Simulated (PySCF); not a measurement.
# UPBE0/aug-cc-pVTZ run of OF (SMILES [O]F)

What is the vertical electron affinity of OF at UPBE0/aug-cc-pVTZ? Input form: a Python script.

The results are computed with PySCF 2.14.0.

1 further run of the same task is left out (set aside as unsound or not needed).

## 1. The structure to begin with

OF has 2 atoms, charge 0, and is taken as a doublet. SMILES: `[O]F`. The shape is that of a PBE0-D4/def2-TZVP optimisation.

Bond lengths: O1–F2 1.330 Å.

## 2. A single-point energy at UPBE0/aug-cc-pVTZ

Input file mol.xyz:

```xyz
2
FO
O      0.000000     0.000000    -0.015950
F      0.000000     0.000000     1.314400
```

Input file calc.py:

```python
from pyscf import gto, dft

system = gto.M(
    atom='mol.xyz',
    charge=0,
    max_memory=1860,
    basis='aug-cc-pvtz',
    verbose=3,
    spin=1,
)

myscf = dft.UKS(system)
myscf.xc = 'pbe0'
myscf.grids.level = 5
myscf.conv_tol = 1e-10
myscf.kernel()
if not myscf.converged:
    myscf = myscf.newton().run(myscf.mo_coeff, myscf.mo_occ)

etot = myscf.e_tot
print('Final energy', etot)
```

Command:

```console
$ OMP_NUM_THREADS=1 python calc.py
```

Standard output:

```text
WARN: HOMO -0.316242983424192 >= LUMO -0.316242983424193

converged SCF energy = -174.774770816185  <S^2> = 0.75372146  2S+1 = 2.003718
Final energy -174.77477081618548
```

It took 9.3 s on 1 thread of Arm Neoverse V2, shared host; peak memory 0.43 GiB.

## 3. The singlet anion

Input file input.py:

```python
from pyscf import gto, dft

molecule = gto.Mole()
molecule.atom = '''
O      0.000000     0.000000    -0.030141
F      0.000000     0.000000     2.483856
'''
molecule.basis = 'aug-cc-pvtz'
molecule.verbose = 3
molecule.charge = -1
molecule.max_memory = 1860
molecule.unit = 'bohr'
molecule.build()

mf = dft.RKS(molecule)
mf.xc = 'pbe0'
mf.grids.level = 5
mf.conv_tol = 1e-10
mf.kernel()
if not mf.converged:
    mf = mf.newton().run(mf.mo_coeff, mf.mo_occ)

e_final = mf.e_tot
print('E = %.10f Eh' % e_final)
```

Command:

```console
$ OMP_NUM_THREADS=1 python input.py
```

Standard output:

```text
converged SCF energy = -174.83390791873
E = -174.8339079187 Eh
```

Run time: 4.8 s. Hardware: 1 thread of Arm Neoverse V2, shared host; peak memory 0.42 GiB.

## 4. Outcome

At UPBE0/aug-cc-pVTZ:

| quantity | value |
| --- | --- |
| doublet OF: total energy | -174.77477 Eh |
| doublet OF: dipole moment | 0.05 D |
| doublet OF: HOMO energy (highest over α and β) | -9.16 eV |
| doublet OF: LUMO energy (lowest over α and β) | -4.65 eV |
| doublet OF: ⟨S²⟩ | 0.754 |
| singlet anion: total energy | -174.83391 Eh |
| singlet anion: HOMO energy | 1.19 eV |
| singlet anion: LUMO energy | 6.21 eV |
| singlet anion: HOMO–LUMO gap (to an unbound level, set by the basis) | 5.01 eV |
| vertical electron affinity (to the singlet anion) | 1.609 eV |

What this shows: At fixed nuclei the extra electron is bound by 1.61 eV (155 kJ/mol). The HOMO (singlet anion) lies at positive energy, 1.19 eV; only total energies tell whether the electron is bound.
